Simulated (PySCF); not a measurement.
## Stationary points of SOF₄

All numbers come from PySCF, PBE0, basis S def2-SVP, O def2-SVP, F def2-SVP (no relativity, density fitting).

Relaxations began from a few typed shapes. The search is not exhaustive: other isomers or separated fragments can lie lower, and high-lying points may rest on an excited occupation.

```
   spin  group                                            bonds                                                                             angles  imaginary modes (cm⁻¹)  ΔE (kJ/mol)  ΔE with ZPE (kJ/mol)
singlet    C2v  S–F 1.579 Å (×2), S–F 1.613 Å (×2), S–O 1.430 Å  F–S–F 85.8° (×4), F–S–F 110.5°, F–S–F 165.1°, F–S–O 97.5° (×2), F–S–O 124.7° (×2)                    none          0.0                   0.0
singlet    C2v  S–F 1.580 Å (×2), S–F 1.613 Å (×2), S–O 1.430 Å  F–S–F 85.8° (×4), F–S–F 110.6°, F–S–F 165.1°, F–S–O 97.5° (×2), F–S–O 124.7° (×2)                    none          0.2                   0.2
singlet    C4v                    S–F 1.605 Å (×4), S–O 1.422 Å                             F–S–F 84.1° (×4), F–S–F 142.5° (×2), F–S–O 108.8° (×4)                    115i         14.4                     –
singlet    C3v       S–F 1.602 Å (×3), S–F 1.630 Å, S–O 1.438 Å                F–S–F 82.6° (×3), F–S–F 118.4° (×3), F–S–O 97.4° (×3), F–S–O 180.0°                 2 found         99.3                     –
```

The lowest minimum found is the singlet C2v: S–F 1.579 Å (×2), S–F 1.613 Å (×2), S–O 1.430 Å; F–S–F 85.8° (×4), F–S–F 110.5°, F–S–F 165.1°, F–S–O 97.5° (×2), F–S–O 124.7° (×2).

Counting electrons, sulfur keeps none of its valence electrons outside its bonds, so the VSEPR class is AX5 and the expected shape is trigonal bipyramidal; with unlike ligands the computed point group is C2v.
